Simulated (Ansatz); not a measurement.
Relaxing Si₃As

The calculation used DFT PBE, scalar-relativistic, plane waves, PAW in Ansatz. Cutoff 420 eV, Γ-centred k mesh, Gaussian smearing, no spin polarisation in the final step.

Si₃As was placed on the sites of a reported GeP3 cell (R-3m, No. 166), with As in place of Ge, Si in place of P, at a guessed volume.

```
Si As
1.0
     3.47525    2.00643    3.26394
    -3.47525    2.00643    3.26394
     0.00000   -4.01287    3.26394
Si As
6 2
Direct
  0.79700 0.25200 0.79700
  0.79700 0.79700 0.25200
  0.25200 0.79700 0.79700
  0.20300 0.74800 0.20300
  0.74800 0.20300 0.20300
  0.20300 0.20300 0.74800
  0.26900 0.26900 0.26900
  0.73100 0.73100 0.73100
```

Steps on the 3×3×3 mesh (8 atoms). 10 of 11 steps are shown, and the free energy counts from the last. Trial steps that were taken back and renewals of the plane-wave basis can be among the rows.

```
step  ΔF (meV/atom) V (Å³/atom) P (GPa) largest force component (eV/Å)
   1          521.7        17.07    20.46                           3.776
   2          141.4        18.26     3.11                           1.156
   3           73.4        17.68     2.47                           0.628
   4           38.0        17.39     1.39                           0.489
   5            6.7        16.90     0.68                           0.172
   6            7.6        16.61     0.67                           0.243
   7            0.9        16.95    -0.25                           0.067
   9            1.1        16.72     0.75                           0.149
  10            0.2        16.89    -0.10                           0.003
  11            0.0        16.89    -0.08                           0.003
```

Steps on the 6×6×6 mesh (8 atoms). 5 of 6 steps are shown, and the free energy counts from the last.

```
step  ΔF (meV/atom) V (Å³/atom) P (GPa) largest force component (eV/Å)
   1            8.9        16.89     0.44                           0.225
   2            3.6        17.10    -0.30                           0.055
   3            0.8        16.89     1.04                           0.014
   4            0.1        17.13    -0.34                           0.010
   6            0.0        17.07     0.00                           0.001
```

A final relaxation ran on a 8×8×8 mesh. The relaxed crystal, Im-3m (No. 229):

```
Si As
1.0
    -2.57572    2.57572    2.57572
     2.57572   -2.57572    2.57572
     2.57572    2.57572   -2.57572
Si As
3 1
Direct
  0.00000 0.50000 0.50000
  0.50000 0.00000 0.50000
  0.50000 0.50000 0.00000
  0.00000 0.00000 0.00000
```

For Si₃As, the volume per atom is 17.09 Å³, the density is 3.87 g/cm³ and the energy over the elements is 0.27 eV/atom. The gap on the 8×8×8 mesh is 0 eV (a metal).

Formation energies are uncorrected and refer to the elements' standard structures at the same level.

The final run used a 8×8×8 mesh on its 8-atom cell and 0.10 eV smearing. The k mesh leaves about 4 meV/atom of noise in metals.

Symmetry constrained the relaxation, so the result can be a saddle point.

Cost: 4 runs of about 2.4 core-minutes in all, on Intel Xeon 6975P-C (Granite Rapids) (shared hosts).